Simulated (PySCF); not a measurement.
## Which determinant of BCl⁺ lies lowest?

Unrestricted PBE0; B aug-cc-pVDZ, Cl aug-cc-pV(D+d)Z; no relativity (PySCF 2.14). Outer shells of the fragments: B+ 2s2; Cl 3s2 3p5.

Followed along the bond (rough minima from three points):

```json
{"2Ms+1": "2", "unpaired": "σ ↑", "⟨S²⟩ at the start": "0.76", "R at minimum (Å)": "1.61", "Te (eV)": "0.00"}
{"2Ms+1": "4", "unpaired": "σ ↑, π ↑↑", "⟨S²⟩ at the start": "3.75", "R at minimum (Å)": "1.88", "Te (eV)": "5.17"}
```

Solutions found at the starting distance of 1.885 Å, counted from the lowest of them; the search is not exhaustive and high or unbound solutions are not listed, so other states can lie among these:

```tsv
2Ms+1	unpaired	term	E (eV)	⟨S²⟩	⟨Lz²⟩	μ (D)
2	σ ↑	²Σ⁺	0.00	0.76	0.00	-4.27
2	π ↑	²Π	2.51	0.75	1.01	-0.50
4	σ ↑, π ↑↑	mixed	4.19	3.75	2.01	-1.34
4	σ ↑, π ↑↑	mixed	4.44	3.75	2.01	-1.38
2	σ ↑, π ↑↓	mixed	4.55	1.76	2.01	-1.37
4	σ ↑↑, π ↑	⁴Π	7.17	3.76	1.00	-1.85
4	σ ↑↑, π ↑	⁴Π	7.97	3.75	1.02	-3.07
```

A term symbol is given only where ⟨S²⟩ and ⟨Lz²⟩ are close to those of a pure state; real π, δ and φ orbitals otherwise mix terms. A positive dipole points towards Cl; it is taken about the centre of mass and depends on that origin.

Question: Compare the gap between the two lowest followed solutions at the starting distance with the gap between their minima.

Answer: At PBE0 the second solution (quartet, unpaired electrons σ ↑, π ↑↑) lies +4.19 eV from the first (doublet, unpaired electrons σ ↑) at 1.885 Å and +5.17 eV at the minima; the two curves relax by different amounts, since their minima lie near 1.88 and 1.61 Å.

Counting both spins, an empty level lies below a filled one in some of these solutions, because spin and occupation are held.
